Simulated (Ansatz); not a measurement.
The input, for Ansatz 0.2.0:

```yaml
crystal:
  periodic: [false, false, false]
  atoms:
    - {symbol: Ge, position_ang: [0.000000, 0.000000, 1.798900]}
    - {symbol: C, position_ang: [0.000000, 0.000000, -0.040400]}
    - {symbol: P, position_ang: [0.000000, 0.000000, -1.758500]}
basis:
  gaussian: {orbitals: cc-pVDZ}
magnetization: {spin_polarized: true, initial_magnetization: 5}
correlation: {method: ccsdt_q, electrons: outside_noble_gas}
```

```sh
$ ansatz run in.yaml --threads 1 --pin off --events-out ev --progress --plain --max-ram 2393MiB
```

The program prints:

```
1111 factors; integrals over basis functions are off by at most 1.9e-7 eV
mean field evaluation 1: about -66766.6124 eV, gradient 9.0e0 eV
mean field evaluation 2: about -66766.6184 eV, gradient 9.0e0 eV
mean field evaluation 4: about -66767.5459 eV, gradient 2.6e0 eV
mean field evaluation 8: about -66768.0184 eV, gradient 8.6e-1 eV
mean field evaluation 16: about -66768.1356 eV, gradient 1.5e-5 eV
mean field evaluation 32: about -66767.9924 eV, gradient 1.9e0 eV
mean field evaluation 64: about -66769.5336 eV, gradient 1.1e-1 eV
mean field evaluation 96: about -66767.2232 eV, gradient 8.6e0 eV
mean field evaluation 128: about -66769.5250 eV, gradient 6.3e-1 eV
mean field evaluation 160: about -66768.2000 eV, gradient 1.4e0 eV
...
mean field -66769.53247274 eV, -2453.7350603586 hartree, gradient 1.8e-6 eV, S^2 8.826738; 11 other end points of the search recorded, 0 dependent functions left out
determinant -66769.53247274 eV, -2453.7350603586 hartree, with singles and doubles -66776.07640830 eV, -2453.9755455549 hartree
determinant -66769.03488922 eV, -2453.7167745014 hartree, with singles and doubles -66776.02270837 eV, -2453.9735721187 hartree
determinant -66768.63886285 eV, -2453.7022208008 hartree, with singles and doubles -66775.94240830 eV, -2453.9706211455 hartree
determinant -66768.13557057 eV, -2453.6837251506 hartree, with singles and doubles -66775.32743864 eV, -2453.9480214273 hartree
determinant -66769.53247274 eV, -2453.7350603586 hartree, with singles and doubles -66776.07633026 eV, -2453.9755426870 hartree
determinant -66769.03488922 eV, -2453.7167745014 hartree, with singles and doubles -66776.04413078 eV, -2453.9743593777 hartree
determinant -66768.63886285 eV, -2453.7022208008 hartree, with singles and doubles -66775.97100738 eV, -2453.9716721423 hartree
20 core orbitals not correlated: weight in the atoms' cores, before any rotation towards them, 0.999 or more for the frozen orbitals, at most 0.000 for the correlated occupied ones
reference -66769.03488922 eV, -2453.7167745014 hartree; 9, 4 occupied and 30, 35 virtual orbitals, 1111 factors
second order -5.64674756 eV of doubles, -0.00000000 eV of singles
...
cycle  22  -7.67940136 eV  change    3.2e-5 eV  update   4.3e-5
cycle  23  -7.67944173 eV  change   -4.0e-5 eV  update   2.4e-5
cycle  24  -7.67944746 eV  change   -5.7e-6 eV  update   1.3e-5
cycle  25  -7.67943102 eV  change    1.6e-5 eV  update   7.5e-6
cycle  26  -7.67941905 eV  change    1.2e-5 eV  update   4.3e-6
cycle  27  -7.67941665 eV  change    2.4e-6 eV  update   2.7e-6
cycle  28  -7.67942055 eV  change   -3.9e-6 eV  update   1.8e-6
cycle  29  -7.67942289 eV  change   -2.3e-6 eV  update   1.2e-6
cycle  30  -7.67942785 eV  change   -5.0e-6 eV  update   9.4e-7
cycle  31  -7.67942890 eV  change   -1.0e-6 eV  update   5.3e-7
perturbative correction -0.15096166 eV, -0.0055477386 hartree
WARN: these amplitudes may be one of several solutions (largest doubles amplitude 0.71, level shift 0.00 eV)
Total energy: -66776.86527977 eV, -2454.0045360467 hartree
```

The determinant lies 0.50 eV above the lowest one of its kind in the log. Its ⟨S²⟩ is 9.06 against 8.75 for a pure state. The T1 diagnostic is 0.059.

Ran on 1 thread of AMD EPYC 9R45, shared host: 32 s wall, 0.53 GiB peak host memory.
